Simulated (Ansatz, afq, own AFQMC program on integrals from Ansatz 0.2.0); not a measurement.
## AgCH₃, singlet, reference energies and how methods fare

```xyz
5

C    -0.1724    0.0602   -0.0797
Ag    1.6428   -0.6853    0.6304
H    -0.9332   -0.0811    0.7000
H    -0.4431   -0.4952   -0.9878
H    -0.0442    1.1278   -0.3043
```

Geometry: a PBE0/def2-SVP stationary point, not shown to be a minimum. Basis def2-TZVP with its core potentials. Noble-gas cores (and the filled d shells of Ga–Kr and In–Xe) are frozen. Integrals, coupled cluster, full CI and functionals: Ansatz 0.2.0; the random walks run on the same integrals in our own AFQMC program. ph-AFQMC/CISD is guided by a CISD state made of CCSD amplitudes; releasing the constraint for a short imaginary time cuts its bias at the price of noise, slowly where states lie close. ± is one standard error of the sampling. No spin–orbit coupling. The metal's outer-core s and p shells are frozen, which shifts wave-function levels against functionals.

Best estimates are CCSD(T) at the basis-set limit (def2-TZVPP/QZVPP) plus the step from CCSD(T) to the highest rung at hand in def2-TZVP, named in the table (released AFQMC can keep some 10 meV of bias). Fragments are relaxed and keep their bonds. No zero-point, core-correlation or spin–orbit terms. Other levels are in def2-TZVP; a dash marks a level that is missing or breaks spin symmetry for a member.

Cautions: no spin-orbit coupling; outer-core shells of the metal frozen; AgCH₃ (singlet): the released energies are still falling, so no released level is given (meV from the phaseless value at times in 1/Eh: -9 ± 4 at 0.24, -17 ± 6 at 0.60, -25 ± 7 at 1.20, -32 ± 10 at 1.80, -5 ± 18 at 2.60).

```csv
process,best estimate (eV),highest rung
Ag2–C1 → Ag (doublet) + CH3 (doublet),1.89,CCSDT(Q)
to free atoms,15.21,CCSDT(Q)
```

Errors against the best estimates in eV, the processes numbered in the order above:

```csv
level,"error, 1","error, 2"
MP2,0.16,-0.38
CCSD(T),-0.01,-0.45
ph-AFQMC/CISD,-0.01 ± 0.004,-0.45 ± 0.004
CCSD(T)/CBS,0.00,-0.01
PBE,0.20,0.30
r2SCAN,-0.01,0.14
PBE0,-0.08,-0.06
B3LYP,-0.15,-0.06
wB97M-V,0.10,0.07
B2PLYP,-0.06,-0.17
```

Cost at the first geometry (cards were shared with other jobs): PBE0/def2-TZVP, 1.8 s on 1 thread of AMD EPYC 7R13 Processor (Zen 3), on a shared host; RCCSD(T)/def2-TZVP, 4.4 s on 1 × NVIDIA H100 80GB HBM3 with 1 thread of AMD EPYC 7R13 Processor (Zen 3), on a shared host; CCSD(T)/def2-QZVPP, 4.5 s on 1 × NVIDIA H100 80GB HBM3 with 1 thread of AMD EPYC 7R13 Processor (Zen 3), on a shared host; CCSDT(Q), 27 s on 1 × NVIDIA H100 80GB HBM3 with 1 thread of AMD EPYC 7R13 Processor (Zen 3) (shared host); ph-AFQMC/CISD with release, 5.4 min on 1 × NVIDIA H100 80GB HBM3 with 2 threads of AMD EPYC 7R13 Processor (Zen 3), on a shared host.

Best estimates are given only where the step beyond CCSD(T) is under 0.3 eV and no member's determinant is very poor (T1 over 0.05, or 0.07 for open shells, ⟨S²⟩ too high by 0.3, two states mixed), so the hardest cases are missing from such tables.

The functionals ran in a triple-zeta set and keep a basis error of their own, a few kJ/mol for each bond in atomization energies and more for double hybrids, so close places among them and the extrapolated levels can swap.

CCSDT and higher add their correlation energy to the determinant of the CCSD(T) run, since their own runs factorise the integrals more tightly (a shift of under 2 meV). Each member of a difference takes its own highest rung, so a best estimate needn't equal the limit plus the step of one row. A walk keeps the symmetry of its determinant, which the program's search chose and which needn't be the lowest solution, so a lower state of the same spin and another symmetry isn't excluded. The exponents were fitted on light atoms, and def2 sets of heavy atoms don't grow evenly, so the limit is rough here.
